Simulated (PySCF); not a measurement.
## Potential energy of AlC⁺ along the bond

Set-up: Al def2-SVP, C def2-SVP; no relativity (PySCF 2.14). Energies in eV from Al⁺ + C in their ground configurations at the same level. State: ³Σ⁻ (triplet), unpaired electrons π ↑↑.

All columns are revPBE. A positive dipole points towards C; it is taken about the centre of mass and depends on that origin.

| R (Å) | E (eV) | μ (D) | Mulliken charge on Al (basis-dependent) | HOMO (eV) | LUMO (eV) | Mayer bond order | ⟨S²⟩ |
| --- | --- | --- | --- | --- | --- | --- | --- |
| 1.667 | -0.207 | -2.50 | 0.87 | -13.72 | -11.47 | 1.66 | 2.46 |
| 1.744 | -0.667 | -2.61 | 0.89 | -13.50 | -11.55 | 1.60 | 2.42 |
| 1.822 | -0.929 | -2.72 | 0.92 | -13.23 | -11.62 | 1.55 | 2.38 |
| 1.880 | -1.031 | -2.79 | 0.93 | -13.05 | -11.68 | 1.50 | 2.35 |
| 1.938 | -1.074 | -2.86 | 0.94 | -12.88 | -11.72 | 1.45 | 2.31 |
| 1.996 | -1.074 | -2.92 | 0.96 | -12.72 | -11.76 | 1.39 | 2.27 |
| 2.074 | -1.026 | -2.98 | 0.97 | -12.53 | -11.79 | 1.31 | 2.22 |
| 2.171 | -0.922 | -3.04 | 0.98 | -12.31 | -11.81 | 1.19 | 2.16 |
| 2.287 | -0.768 | -3.08 | 0.98 | -12.08 | -11.78 | 1.04 | 2.11 |
| 2.442 | -0.562 | -3.13 | 0.98 | -11.79 | -11.67 | 0.84 | 2.06 |

A fit through these points gives, at Re = 1.966 Å, μ = -2.89 D and dμ/dR = -0.984 D/Å; the reduced mass is 8.306 u.

Task: How strong is the fundamental in the double-harmonic approximation, I = 42.26·(dμ/dR)²/μred km/mol?

Result: I = 42.26·(-0.984)²/8.306 = 4.93 km/mol at revPBE.

⟨S²⟩ is raised (AlC⁺ 2.29), so spin contamination touches these numbers. For an ion De counts to the pair picked by the measured ionisation energies or electron affinities, which need not be the lowest pair at this level. The state was picked by a PBE0 search and need not be the measured ground state.
